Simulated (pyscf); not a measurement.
9 silicon, germanium or tin steps of one kind (hydrogen abstraction, radical): reaction energy in kJ/mol, from the separated reactants or the lowest minimum found. PySCF, gas phase, ωB97X-D3(BJ)/def2-SVP geometries. Functionals in def2-TZVP; the last column is ωB97M-D3(BJ)/def2-TZVP. Rows were drawn at random from the steps of this kind and element class whose saddle was verified and whose references are stable.

```json
[
 {"step": "H₃C–CH₂–SiH₃ + H• → H₃C–CH₂–SiH₂• + H₂", "PBE": "…", "B3LYP-D3(BJ)": "-60.1", "M06-2X": "-58.1", "ωB97M-D3(BJ)": "-44.3"},
 {"step": "H₂N–SiH(NH₂)–F + H• → H₂N–Si•(NH₂)–F + H₂", "PBE": "-44.6", "B3LYP-D3(BJ)": "-44.1", "M06-2X": "-37.4", "ωB97M-D3(BJ)": "-23.5"},
 {"step": "H₂Si=AsH + H• → [HSi=AsH]• + H₂", "PBE": "-88.3", "B3LYP-D3(BJ)": "-93.2", "M06-2X": "-89.2", "ωB97M-D3(BJ)": "-77.7"},
 {"step": "H₃C–SiH: [singlet] + H• -> [H₂C=SiH]• + H₂", "PBE": "…", "B3LYP-D3(BJ)": "-74.1", "M06-2X": "-65.4", "ωB97M-D3(BJ)": "-49.6"},
 {"step": "F–SiH₂–O–SiH₃ + H• → F–SiH₂–O–SiH₂• + H₂", "PBE": "-57.1", "B3LYP-D3(BJ)": "-59.0", "M06-2X": "-52.7", "ωB97M-D3(BJ)": "-42.1"},
 {"step": "H₂C=SiH₂ + H• → [H₂C=SiH]• + H₂", "PBE": "-59.9", "B3LYP-D3(BJ)": "-63.4", "M06-2X": "-64.7", "ωB97M-D3(BJ)": "-49.7"},
 {"step": "•HN–SiH₂–NH₂ + H₂ → H₂N–SiH₂–NH₂ + H•", "PBE": "-37.4", "B3LYP-D3(BJ)": "-21.3", "M06-2X": "-41.1", "ωB97M-D3(BJ)": "-37.5"},
 {"step": "HO–SiH₂–OH + H• -> HO–SiH•–OH + H₂", "PBE": "-50.0", "B3LYP-D3(BJ)": "-50.5", "M06-2X": "-42.8", "ωB97M-D3(BJ)": "-31.9"},
 {"step": "H₃C–N(CH₃)–SiH₃ + H• → H₃C–N(CH₃)–SiH₂• + H₂", "PBE": "-76.8", "B3LYP-D3(BJ)": "-78.6", "M06-2X": "-67.7", "ωB97M-D3(BJ)": "-59.6"}
]
```

Problem. Some entries are withheld; supply them.

Solution. 
- H₃C–CH₂–SiH₃ + H• → H₃C–CH₂–SiH₂• + H₂, PBE: -56.3
- H₃C–SiH: [singlet] + H• -> [H₂C=SiH]• + H₂, PBE: -73.9

Differences from the last column (kJ/mol): PBE: mean -14.3, median -15.0, mean size 14.3, lower in 8 of 9; B3LYP-D3(BJ): mean -14.3, median -16.9, mean size 17.9, lower in 8 of 9; M06-2X: mean -11.5, median -11.5, mean size 11.5, lower in 9 of 9. PBE is closest for row 7 (0.1 kJ/mol apart) and farthest for row 4 (24.3 kJ/mol). PBE, r²SCAN and M06-2X carry no added dispersion term. The last column is a level with limits of its own. Elements up to Kr have no core potential and no relativistic terms here.
